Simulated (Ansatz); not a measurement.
allene cation (C3H4), SMILES C(=C)=C (connectivity only; charge and spin as stated), charge +1, multiplicity 2.

The structure is a stationary point at B3LYP-D3(BJ)/def2-TZVP. The multiplicity is an assumed one; other spin states were not compared.

Two levels are set side by side: PBE/def2-TZVPD (Ansatz, an electronic-structure program) and CAM-B3LYP/def2-TZVPD (Ansatz). Energy differences of separate SCF runs at the same geometry; the states with an electron removed or added have multiplicity 1 and 1. Differences are taken from unrounded values.

| quantity | CAM-B3LYP |
|---|---|
| vertical ionisation energy (eV) | 17.09 |
| vertical electron affinity (eV) | 8.91 |

Problem. What does PBE give, and how far is it from CAM-B3LYP? (The exact figures need the calculation; the answer reports its results.)

Solution. 
| quantity | PBE | PBE minus CAM-B3LYP |
|---|---|---|
| vertical ionisation energy (eV) | 17.02 | -0.07 |
| vertical electron affinity (eV) | 8.85 | -0.06 |

On these quantities the two levels nearly agree.
